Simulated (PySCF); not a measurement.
# Magnetisability: `CC(C)(C)PP`, C$_{4}$H$_{12}$P$_{2}$

Geometry:
```tsv
atom	x (Å)	y (Å)	z (Å)
C1	0.489	-1.226	-0.637
C2	-0.115	-0.121	0.222
C3	-1.434	-0.594	0.837
C4	-0.351	1.137	-0.615
P5	0.980	0.381	1.686
P6	2.889	0.854	0.616
H7	-0.186	-1.466	-1.477
H8	1.460	-0.928	-1.061
H9	0.641	-2.149	-0.055
H10	-2.147	-0.865	0.040
H11	-1.289	-1.486	1.469
H12	-1.899	0.189	1.456
H13	-0.759	1.960	-0.007
H14	0.581	1.489	-1.088
H15	-1.070	0.926	-1.424
H16	1.408	-0.941	2.032
H17	3.687	0.636	1.781
H18	2.818	2.263	0.848
```

Theory: PySCF, GIAO PBE0/pcSseg-1 magnetisability, rotational g tensor and spin-rotation constants, non-relativistic, gas phase. Geometry: PBE0-D3(BJ)/def2-SVP.

Q: How diamagnetic is it, and how anisotropic?

A: Isotropic -1571 × 10⁻³⁰ J/T², or -94.6 × 10⁻⁶ cm³/mol; principal values -1608, -1594, -1511 × 10⁻³⁰ J/T², anisotropy 91 × 10⁻³⁰ J/T² (root of half the summed squared differences of the principal values). The susceptibility is in cgs units.

Q: Split it along the inertial axes a, b, c into diamagnetic and paramagnetic parts about the centre of mass, with the quadrupole moment.

A: 
| axis | χ (10⁻⁶ cm³/mol) | diamagnetic (10⁻⁶ cm³/mol) | paramagnetic (10⁻⁶ cm³/mol) | summed x² of all electrons (Å²) | quadrupole Θ (D Å) |
| --- | --- | --- | --- | --- | --- |
| a | -95.9 | -494.3 | 398.4 | 179.4 | +3.32 |
| b | -92.2 | -981.1 | 888.9 | 64.6 | -4.92 |
| c | -95.8 | -1035.2 | 939.4 | 51.9 | +1.60 |

Anisotropies 2χaa − χbb − χcc = -3.9 and 2χbb − χaa − χcc = +7.3 × 10⁻⁶ cm³/mol. Θ is traceless in Buckingham's convention.

Q: And the rotational g tensor?

A: 
```
axis  rotational constant (GHz)        g  nuclear part  electronic part
   a                     3.4212  -0.0091        0.6312          -0.6403
   b                     1.4315  -0.0030        0.5948          -0.5978
   c                     1.3233  -0.0030        0.5810          -0.5840
```
Asymmetric top; isotopes 12C, 1H, 31P; no vibrational averaging.
